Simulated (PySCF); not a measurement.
Species: C₃H₄O (triplet state).
Z-matrix (Å and degrees, GFN2-xTB geometry), rows numbered from 1:
```
C 
C   1  1.4450
C   2  1.3849  1  133.42
O   3  1.2203  2  131.40  1  -179.50
H   1  1.0929  2  109.76  3  -130.99
H   1  1.0967  2  113.45  3    -9.04
H   1  1.0941  2  109.54  3   112.37
H   3  1.1292  2  110.87  1     0.50
```

The hyperfine couplings belong to this conformer and change with its torsions.

Identity: `C[C]C=O` [triplet].

Theory: UKS B3LYP, pcH-1 on C H O, non-relativistic, mean-field spin-orbit, GIAO in PySCF 2.14.0. The structure is a single GFN2-xTB conformer in the gas phase; no vibrational or solvent corrections. This triplet need not be the ground state; the singlet was not compared here. Couplings are sensitive to structure, and on GFN2-xTB geometries they can be far from those on DFT ones. No stability test was run, so a lower SCF solution isn't excluded.

Principal values of hyperfine tensors in MHz (contact and dipolar terms together), for some of the nuclei:

| atom | isotope | A1 | A2 | A3 |
| --- | --- | --- | --- | --- |
| C2 | 13C | 109.63 | 201.66 | 222.07 |
| H8 | 1H | 67.23 | 71.34 | 80.35 |
| H6 | 1H | 63.68 | 65.52 | 74.77 |
| H7 | 1H | 58.66 | 60.10 | 73.41 |
| H5 | 1H | 52.49 | 53.75 | 67.64 |
| C3 | 13C | -28.20 | -19.01 | -6.41 |
| C1 | 13C | -6.37 | -4.28 | 1.80 |

Split each tensor into its isotropic and traceless parts, and turn a_iso into mT with g = 2.0040.

a_iso is a third of the trace, T = A − a_iso, and a(mT) = a(MHz)/(g × 13.996).

| atom | a_iso (MHz) | a_iso (mT) | T1 | T2 | T3 |
| --- | --- | --- | --- | --- | --- |
| C2 | 177.79 | 6.339 | -68.16 | 23.88 | 44.28 |
| H8 | 72.97 | 2.602 | -5.74 | -1.63 | 7.38 |
| H6 | 67.99 | 2.424 | -4.31 | -2.47 | 6.78 |
| H7 | 64.06 | 2.284 | -5.39 | -3.96 | 9.35 |
| H5 | 57.96 | 2.067 | -5.47 | -4.21 | 9.68 |
| C3 | -17.87 | -0.637 | -10.33 | -1.14 | 11.46 |
| C1 | -2.95 | -0.105 | -3.42 | -1.33 | 4.75 |

What spin density at the nucleus of H5 lies behind its contact coupling (g_N = 5.58569)?

a_FC = 800.24 MHz bohr³ × g_N × ρ(0)/(2S). With a_FC = 57.96 MHz and 2S = 2, ρ(0) = 0.02593 bohr⁻³. In magnitude that is 8.1 % of the 1/π = 0.318 of a free hydrogen atom.

O4 (17O, g_N = -0.75752) isn't in the table. Its spin density at the nucleus is 0.04871 bohr⁻³. What is its contact coupling?

By the same relation, a_FC = -14.76 MHz. Its full tensor has the principal values -70.49, 10.93, 15.27 MHz.

Which nucleus of the table has the largest anisotropic coupling, and what is its form?

C2: -68.2, 23.9, 44.3 MHz, rhombic: the two smaller values differ by 30 % of the largest.
